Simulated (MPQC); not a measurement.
# CH3LiS (SMILES [Li][S]C) at 6 levels

We compute a comparison of 6 runs (HF/STO-3G, HF/3-21G, HF/def2-SVP, PBE0/3-21G, PBE0/def2-SVP, MP2/3-21G) of CH3LiS. 

The calculation is run with MPQC 2.3.1.

2 further runs of the same task are left out: 1 that didn't finish, 1 set aside as unsound or not needed.

## (1) Starting point

CH3LiS has 6 atoms, charge 0, and is taken as a singlet. SMILES: `[Li][S]C`. Geometry: relaxed at PBE0-D4/def2-TZVP.

Bond lengths: Li1–S2 2.134 Å, S2–C3 1.823 Å, C3–H4 1.092 Å, C3–H5 1.091 Å, C3–H6 1.092 Å. Angles: Li1–S2–C3 108.6°, S2–C3–H4 112.0°, S2–C3–H5 108.5°, S2–C3–H6 111.8°, H4–C3–H5 107.8°, H4–C3–H6 108.8°, H5–C3–H6 107.8°.

## (2) Energy and gradient at HF/STO-3G (run 1)

The input, mol.in:

```
% CH3LiS
molecule<Molecule>: (
   symmetry = c1
   unit = angstrom
   { atoms geometry } = {
      Li [ -0.494400    -2.350700     1.017300 ]
      S  [ -1.086700    -0.738300    -0.248500 ]
      C  [ 0.207600     0.544000    -0.201600 ]
      H  [ 1.180800     0.155200    -0.507000 ]
      H  [ -0.067000     1.338000    -0.897700 ]
      H  [ 0.301800     0.987700     0.791300 ]
   }
)
basis<GaussianBasisSet>: (
   name = "STO-3G"
   molecule = $:molecule
   basisdir = "."
   puream = yes
)
mpqc: (
   checkpoint = no
   savestate = no
   restart = no
   do_energy = yes
   do_gradient = yes
   optimize = no
   mole<CLHF>: (
      molecule = $:molecule
      basis = $:basis
      total_charge = 0
      memory = 1000000000
      print_evals = yes
      print_npa = yes
      maxiter = 120
      value_accuracy = 1e-08
      guess_wavefunction<CLHF>: (
         molecule = $:molecule
         total_charge = 0
         memory = 1000000000
         value_accuracy = 1e-3
         basis<GaussianBasisSet>: (
            name = "STO-2G"
            molecule = $:molecule
         )
      )
   )
)
```

The basis set STO-3G is read from a file made from the Basis Set Exchange's data (not shown).

The run is started by

```sh
$ mpqc mol.in > mol.out
```

What it wrote:

```text
MPQC: Massively Parallel Quantum Chemistry
[...]
  LUMO is    15   A =   0.086277
  total scf energy = -439.6898580184
[...]
Value of the MolecularEnergy: -439.6898580184
  Gradient of the MolecularEnergy:
      1    0.0071264457
      2   -0.0171525435
      3    0.0139433620
      4   -0.0114795965
      5    0.0123187731
      6   -0.0138863138
      7    0.0019174538
      8    0.0065940122
      9   -0.0020792815
     10    0.0045005332
     11   -0.0046298043
     12   -0.0028446301
[...]
      symmetry = c1
[...]
```

Run time: 0.24 s. Hardware: 1 thread of Arm Neoverse V2, shared host.

## (3) Energy and forces at HF/3-21G (run 2)

The input, mol.in:

```
% emacs should use -*- KeyVal -*- mode
molecule<Molecule>: (
   symmetry = c1
   unit = bohr
   { atoms geometry } = {
      Li [ -0.93428060  -4.44217920   1.92241839 ]
      S  [ -2.05356538  -1.39518480  -0.46959694 ]
      C  [ 0.39230714   1.02801101  -0.38096879 ]
      H  [ 2.23138861   0.29328549  -0.95809115 ]
      H  [ -0.12661165   2.52845355  -1.69640714 ]
      H  [ 0.57031934   1.86648249   1.49534028 ]
   }
)
basis<GaussianBasisSet>: (
   name = "3-21G"
   molecule = $:molecule
   basisdir = "."
   puream = yes
)
mpqc: (
   checkpoint = no
   savestate = no
   restart = no
   do_energy = yes
   do_gradient = yes
   optimize = no
   mole<CLHF>: (
      molecule = $:molecule
      basis = $:basis
      total_charge = 0
      memory = 1000000000
      print_evals = yes
      print_npa = yes
      maxiter = 120
      value_accuracy = 1e-08
      guess_wavefunction<CLHF>: (
         molecule = $:molecule
         total_charge = 0
         memory = 1000000000
         value_accuracy = 1e-3
         basis<GaussianBasisSet>: (
            name = "MINI (Huzinaga)"
            molecule = $:molecule
         )
      )
   )
)
```

The basis set 3-21G is read from a file made from the Basis Set Exchange's data (not shown).

The run is started by

```sh
$ mpqc mol.in > mol.out
```

What it wrote:

```text
MPQC: Massively Parallel Quantum Chemistry
[...]
  LUMO is    15   A =  -0.006279
  total scf energy = -442.3946281487
[...]
Value of the MolecularEnergy: -442.3946281487
  Gradient of the MolecularEnergy:
      1   -0.0024102884
      2    0.0111758320
      3   -0.0077765502
      4    0.0235688856
      5    0.0125201472
      6    0.0069447345
      7   -0.0261408350
      8   -0.0302538567
      9    0.0015475469
     10    0.0063074465
     11   -0.0019360308
     12   -0.0018857966
[...]
      symmetry = c1
[...]
```

It took 1.1 s on 1 thread of Arm Neoverse V2, shared host.

Runs 3 to 5 aren't shown in full; the table further down has their settings and results.

## (4) Energy and gradient at MP2/3-21G (run 6)

The input, run.in:

```
% CH3LiS
molecule<Molecule>: (
   symmetry = c1
   unit = angstrom
   { atoms geometry } = {
      Li [ -0.494400    -2.350700     1.017300 ]
      S  [ -1.086700    -0.738300    -0.248500 ]
      C  [ 0.207600     0.544000    -0.201600 ]
      H  [ 1.180800     0.155200    -0.507000 ]
      H  [ -0.067000     1.338000    -0.897700 ]
      H  [ 0.301800     0.987700     0.791300 ]
   }
)
basis<GaussianBasisSet>: (
   name = "3-21G"
   molecule = $:molecule
   basisdir = "."
   puream = yes
)
mpqc: (
   checkpoint = no
   savestate = no
   restart = no
   do_energy = yes
   do_gradient = yes
   optimize = no
   mole<MBPT2>: (
      molecule = $:molecule
      basis = $:basis
      memory = 1000000000
      method = mp
      nfzc = 6
      reference<CLHF>: (
         molecule = $:molecule
         basis = $:basis
         total_charge = 0
         memory = 1000000000
         print_evals = yes
         maxiter = 120
         value_accuracy = 1e-08
         guess_wavefunction<CLHF>: (
            molecule = $:molecule
            total_charge = 0
            memory = 1000000000
            value_accuracy = 1e-3
            basis<GaussianBasisSet>: (
               name = "STO-3G"
               molecule = $:molecule
            )
         )
      )
   )
)
```

The basis set 3-21G is read from a file made from the Basis Set Exchange's data (not shown).

The run is started by

```sh
$ mpqc run.in > run.out
```

What it wrote:

```text
MPQC: Massively Parallel Quantum Chemistry
[...]
  LUMO is    15   A =  -0.006279
  total scf energy = -442.3946281402
[...]
  MP2 correlation energy [au]:         -0.150790318442
  MP2 energy [au]:                   -442.545418458594
[...]
Value of the MolecularEnergy: -442.5454184586
  Gradient of the MolecularEnergy:
      1   -0.0028454125
      2    0.0118567208
      3   -0.0084272755
      4    0.0288789737
      5    0.0161879721
      6    0.0080610168
      7   -0.0242425982
      8   -0.0269012449
      9    0.0007457020
     10   -0.0010574086
     11    0.0002090713
     12    0.0002308926
[...]
        symmetry = c1
[...]
```

Wall time 2.6 s (1 thread of Arm Neoverse V2, shared host).

## (5) All runs side by side

```
run          level   starting guess  integration grid  energy (Eh)  HOMO energy (eV)  LUMO energy (eV)  HOMO–LUMO gap (eV)  wall time
  1      HF/STO-3G           STO-2G                 –  -439.689858             -5.58              2.35                7.93     0.24 s
  2       HF/3-21G  MINI (Huzinaga)                 –  -442.394628             -7.70             -0.17                7.53      1.1 s
  3    HF/def2-SVP  MINI (Huzinaga)                 –  -444.457483             -7.49              0.04                7.54      4.2 s
  4     PBE0/3-21G           STO-3G             xfine  -443.201285             -5.10             -1.44                3.66       13 s
  5  PBE0/def2-SVP  MINI (Huzinaga)             xfine  -445.276413             -4.88             -1.24                3.64       24 s
  6      MP2/3-21G           STO-3G                 –  -442.545418             -7.70             -0.17                7.53      2.6 s
```

## (6) Summary of results

```
                                          quantity          value
                               run 6: total energy  -442.54542 Eh
        run 6: HOMO energy (Hartree–Fock orbitals)       -7.70 eV
        run 6: LUMO energy (Hartree–Fock orbitals)       -0.17 eV
      run 6: HOMO–LUMO gap (Hartree–Fock orbitals)        7.53 eV
run 6: correlation energy (6 core orbitals frozen)     -150.8 mEh
                   run 6: largest force on an atom     1.863 eV/Å
```

**Reading.** Over runs 1, 2, 3, 4, 5 the HOMO–LUMO gap runs from 3.64 eV (PBE0/def2-SVP) to 7.93 eV (HF/STO-3G). The two ends differ in method and basis. In run 1 the basis is minimal, so the values are rough. All runs together took 45 s, the longest 24 s.
